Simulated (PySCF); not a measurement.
**AlOOH: one geometry, several methods**

Aim: at the PBE0 minimum of singlet AlOOH, found before, compare methods on energies and levels.

The runs use PySCF 2.14.0; several methods, basis Al def2-TZVP, O def2-TZVP, H def2-TZVP, no relativity, density fitting.

## Step 1: The system as given

4 atoms, charge 0, spin multiplicity 1.

Bond lengths: Al1–O2 1.595 Å, Al1–O3 1.666 Å, O3–H4 0.954 Å. Angles: O2–Al1–O3 177.5°, Al1–O3–H4 132.2°.

Coordinates in bohr (charge 0 multiplicity 1):
```
Al    0.0149    0.0000    0.1096
O    -0.0588    0.0000    3.1235
O    -0.0455    0.0000   -3.0389
H     1.2670    0.0000   -4.2744
```

## Step 2: PBE0

One driver script runs all steps and calls PySCF; scf.py shows the equivalent input of each level. Each SCF starts from the density of the minimum. The driver also runs the species with one electron less or more at the same geometry (one less: multiplicity 2, one more: multiplicity 2); their logs are not shown.

The input, scf.py:

```python
from pyscf import gto, scf, dft
mol = gto.M(atom='''
Al     0.007872     0.000000     0.058018
O     -0.031138     0.000000     1.652862
O     -0.024066     0.000000    -1.608137
H      0.670462     0.000000    -2.261894''',
    basis={'Al': 'def2-TZVP', 'O': 'def2-TZVP', 'H': 'def2-TZVP'},
    charge=0, spin=0)
mf = dft.RKS(mol, xc='PBE0')
mf.grids.atom_grid = (75, 302)
aux = {'Al': 'def2-universal-JKFIT', 'O': 'def2-universal-JKFIT', 'H': 'def2-universal-JKFIT'}
mf = mf.density_fit(auxbasis=aux)
mf.kernel()
```

What it wrote:

```text
init E= -393.311981388924
  HOMO = -0.275843791185049  LUMO = -0.0839833066336055  gap/eV = 5.22079
cycle= 1 E= -393.311981388924  delta_E= 7.96e-13  |g|= 2.05e-08  |ddm|= 5.23e-08
  HOMO = -0.275843788949057  LUMO = -0.083983306919194  gap/eV = 5.22079
Extra cycle  E= -393.311981388925  delta_E= -9.66e-13  |g|= 3.4e-08  |ddm|= 3.12e-08
converged SCF energy = -393.311981388925
```

This level, with the species of one electron less or more, took 6 s on 2 threads, shared host.

```
energy                        : -393.311981 Eh
one electron less (charge +1) : -392.951823 Eh (doublet, ⟨S²⟩ 0.75)
one electron more (charge -1) : -393.329040 Eh (doublet, ⟨S²⟩ 0.76)
Mulliken charge of Al1        : +0.68 e
```

## Step 3: HF

scf.py, as its differences from that of step 2:

```diff
@@ -9,2 +9 @@
-mf = dft.RKS(mol, xc='PBE0')
-mf.grids.atom_grid = (75, 302)
+mf = scf.RHF(mol)
```

What it wrote, cut to the lines that bear on the results:

```text
[... the frontier levels of the middle cycles are left out ...]
init E= -392.304026275288
  HOMO = -0.420702018715691  LUMO = 0.0235551812171053  gap/eV = 12.08885
cycle= 1 E= -392.323382161762  delta_E= -0.0194  |g|= 0.0676  |ddm|= 0.242
  HOMO = -0.395311512844656  LUMO = 0.0215323736764788  gap/eV = 11.34290
cycle= 2 E= -392.324031180971  delta_E= -0.000649  |g|= 0.0431  |ddm|= 0.0581
  HOMO = -0.4064237663433  LUMO = 0.0214539433459322  gap/eV = 11.64315
cycle= 3 E= -392.324396554184  delta_E= -0.000365  |g|= 0.0154  |ddm|= 0.0282
cycle= 4 E= -392.324459993431  delta_E= -6.34e-05  |g|= 0.00265  |ddm|= 0.0113
cycle= 5 E= -392.324468235916  delta_E= -8.24e-06  |g|= 0.00115  |ddm|= 0.00541
cycle= 6 E= -392.324469981663  delta_E= -1.75e-06  |g|= 0.000555  |ddm|= 0.0025
cycle= 7 E= -392.324470394739  delta_E= -4.13e-07  |g|= 0.000213  |ddm|= 0.00155
cycle= 8 E= -392.324470420289  delta_E= -2.55e-08  |g|= 3.49e-05  |ddm|= 0.0004
cycle= 9 E= -392.324470421306  delta_E= -1.02e-09  |g|= 1.08e-05  |ddm|= 7.52e-05
  HOMO = -0.401650563349798  LUMO = 0.0214601781862385  gap/eV = 11.51343
Extra cycle  E= -392.324470421378  delta_E= -7.19e-11  |g|= 5.19e-06  |ddm|= 1.19e-05
converged SCF energy = -392.324470421378
```

This level, with the species of one electron less or more, took 2.6 s.

| Item | Value |
| --- | --- |
| energy | -392.324470 Eh |
| one electron less (charge +1) | -392.038775 Eh (doublet, ⟨S²⟩ 0.76) |
| one electron more (charge -1) | -392.316370 Eh (doublet, ⟨S²⟩ 0.80) |
| Mulliken charge of Al1 | +0.96 e |

## Step 4: PBE

scf.py, as its differences from that of step 3:

```diff
@@ -9 +9,2 @@
-mf = scf.RHF(mol)
+mf = dft.RKS(mol, xc='PBE')
+mf.grids.atom_grid = (75, 302)
```

What it wrote, cut to the lines that bear on the results:

```text
[... the frontier levels of the middle cycles are left out ...]
init E= -393.300653116322
  HOMO = -0.212888590445181  LUMO = -0.112436852949806  gap/eV = 2.73343
cycle= 1 E= -393.298643075182  delta_E= 0.00201  |g|= 0.15  |ddm|= 0.197
  HOMO = -0.275794137880084  LUMO = -0.119968563949435  gap/eV = 4.24023
cycle= 2 E= -393.22882681868  delta_E= 0.0698  |g|= 0.601  |ddm|= 0.436
  HOMO = -0.229594339866084  LUMO = -0.115507700148918  gap/eV = 3.10446
cycle= 3 E= -393.303402522417  delta_E= -0.0746  |g|= 0.0573  |ddm|=  0.3
cycle= 4 E= -393.304005905531  delta_E= -0.000603  |g|= 0.0282  |ddm|= 0.0347
cycle= 5 E= -393.304170395532  delta_E= -0.000164  |g|= 0.00366  |ddm|= 0.018
cycle= 6 E= -393.304173312175  delta_E= -2.92e-06  |g|= 0.000886  |ddm|= 0.00237
cycle= 7 E= -393.304173478637  delta_E= -1.66e-07  |g|= 0.000195  |ddm|= 0.000446
cycle= 8 E= -393.304173486835  delta_E= -8.2e-09  |g|= 1.67e-05  |ddm|= 0.000121
  HOMO = -0.225762831585889  LUMO = -0.115404833291365  gap/eV = 3.00299
Extra cycle  E= -393.304173486181  delta_E= 6.54e-10  |g|= 5.84e-05  |ddm|= 4.03e-05
converged SCF energy = -393.304173486181
```

This level, with the species of one electron less or more, took 18 s.

- energy: -393.304173 Eh
- one electron less (charge +1): -392.932201 Eh (doublet, ⟨S²⟩ 0.75)
- one electron more (charge -1): -393.322206 Eh (doublet, ⟨S²⟩ 0.76)
- Mulliken charge of Al1: +0.57 e

## Step 5: The ladder

| level | atomisation energy (kJ/mol) | vertical ionisation energy (eV) | vertical electron affinity (eV) | −ε(HOMO) (eV) | gap (eV) | dipole (D) | wall time |
| --- | --- | --- | --- | --- | --- | --- | --- |
| PBE0 | 1378 | 9.80 | 0.46 | 7.51 | 5.22 | 5.30 | 6 s |
| HF | 838 | 7.77 | -0.22 | 10.93 | 11.51 | 6.11 | 2.6 s |
| PBE | 1464 | 10.12 | 0.49 | 6.14 | 3.00 | 4.93 | 18 s |

Times are for 2 threads, shared host; PBE0 starts from its own converged density, so its time is not comparable. A dash stands where a species or a free atom was not run at that level, or the quantity is not defined.

Atomisation goes to high-spin atoms in their ground configurations, run at the same level, without zero-point energy.

## Step 6: Results

```
                         quantity                          value
        atomisation energy, range  838 (HF) to 1464 (PBE) kJ/mol
vertical ionisation energy, range    7.77 (HF) to 10.12 (PBE) eV
vertical electron affinity, range    -0.22 (HF) to 0.49 (PBE) eV
               orbital gap, range    3.00 (PBE) to 11.51 (HF) eV
```

What this shows: The atomisation energy spreads over 626 kJ/mol, from HF to PBE; without a CCSD(T) value for it there is no yardstick here. Without diffuse functions electron affinities tend to come out too low.
